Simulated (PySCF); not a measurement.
Gas-phase XPS of `[BH3-]NC`, computed

Compound: CH7BN (charge -1).
Numbering: `[BH3-:1][NH:2][CH3:3]`

The calculation used delta-SCF UKS SCAN, pcX-2 on the ionised atom, pcseg-1 elsewhere, spin-free X2C in PySCF 2.14.0. Binding energies are ΔSCF values: E(core-ionised, relaxed orbitals) − E(ground state) at a fixed geometry, referred to the vacuum level.

**Question.** What binding energy does each computed site have?

**Answer.** 
| atom(s) | environment | level | binding energy (eV) | count |
| --- | --- | --- | --- | --- |
| N2 | boron-bound nitrogen | N 1s | 398.35 | 1 |
| C3 | N-methyl carbon | C 1s | 286.36 | 1 |
| B1 | four-coordinate boron | B 1s | 187.90 | 1 |

**Question.** Which effective nuclear charge Zeff reproduces each element's mean 1s value in the hydrogen-like formula E = 13.606 eV × Zeff²?

**Answer.** B (Z = 5): mean 187.9 eV, Zeff = 3.72, Z − Zeff = 1.28; C (Z = 6): mean 286.4 eV, Zeff = 4.59, Z − Zeff = 1.41; N (Z = 7): mean 398.4 eV, Zeff = 5.41, Z − Zeff = 1.59. Means run over the listed sites, weighted by atom count.

The species carries charge -1, so core ionisation leaves a neutral species. The basis sets have no added diffuse functions. Isolated species at its PBE0-D3(BJ)/def2-SVP geometry, gas phase.
